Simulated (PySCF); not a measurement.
Atoms are numbered as in `[F:1][C@@H:2]1[CH2:3][C@H:4]1[F:5]`. Each H is labelled by its parent atom.

- geometry from PBE0-D3(BJ)/def2-SVP
- couplings computed with B3LYP/pcJ-1
- GIAO HF/pcSseg-2 shieldings
- run in PySCF 2.14
- equivalent nuclei averaged, isolated molecule, single conformer, no relativistic terms

List the cross peaks expected in HSQC, COSY and HMBC spectra.

## Answers



HSQC (one-bond C–H):
```csv
δH,δC,"1J(C,H) (Hz)"
4.33 (H(C2)/H(C4)),63.3 (C2/C4),201
1.09 (H(C3)),13.4 (C3),170
```

COSY cross peaks (|J| ≥ 2 Hz):
```csv
δH,δH,abs. J (Hz),bonds
4.33 (H(C2)/H(C4)),1.09 (H(C3)),9.7,3
```

HMBC (two and three bonds, |J| ≥ 2.5 Hz):
```csv
δH,δC [abs. J in Hz]
1.09 (H(C3)),63.3 (C2/C4) [4.3]
```

Shifts are taken against calculated references (same method and geometry level): TMS for 1H (σref 31.68) and 13C (σref 191.47).

Common functionals overestimate the size of one-bond C–F couplings by tens of Hz; these are unscaled. Unscaled 3J(H,H) at this level run about 10 % above measured values. Shifts are as computed, not scaled to solution data. Of 1211 compounds with measured shifts, 218 miss one by over three times the rms of a fit or turn the order of signals round; such compounds aren't used in these exercises.
